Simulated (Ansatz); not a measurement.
**Property card for ZrV2**

The calculation used DFT r2SCAN, scalar-relativistic, plane waves, PAW in Ansatz 0.2.0.

Settings: cutoff 500 eV, Γ-centred mesh 8×8×8 on the computed 6-atom cell, Gaussian smearing of 0.10 eV; collinear spin from starting moments -0.22 -0.22 1.01 1.01 1.01 1.01 μB.

The structure is relaxed at this level of theory with its symmetry kept. Whether it is the stable form of this composition wasn't checked.

```xyz
6
Lattice="0.0000 3.7206 3.7206 3.7206 0.0000 3.7206 3.7206 3.7206 0.0000" Properties=species:S:1:pos:R:3 pbc="T T T"
Zr    0.0000    0.0000    0.0000
Zr    1.8603    1.8603    1.8603
V     4.6508    4.6508    4.6508
V     4.6508    2.7905    2.7905
V     2.7905    2.7905    4.6508
V     2.7905    4.6508    2.7905
```

| Property | Result |
| --- | --- |
| Space group | Fd-3m (No. 227) |
| Volume per atom | 17.17 Å³ |
| Formation energy from the elements' standard states (uncorrected) | +0.070 eV/atom |
| Generalised Kohn–Sham band gap | none (metal) |
| Density of states at the Fermi level | 5.59 states/eV per cell |
| Löwdin character within 0.5 eV of the Fermi level | V 3d 61 %, Zr 4d 26 %, unprojected 7 % |
| Bader charges (e) | Zr (2 in the cell) 1.04, V (4 in the cell) -0.52 |
| Total moment | 4.09 μB per cell |
| Site moments (μB; atoms counted from 1 over the whole cell) | Zr (atom 1) -0.20, Zr (atom 2) -0.20, V (atom 3) 0.92, V (atom 4) 0.92, V (atom 5) 0.92, V (atom 6) 0.92 |

The state reached may not be the lowest one.

Only this magnetic start was tried.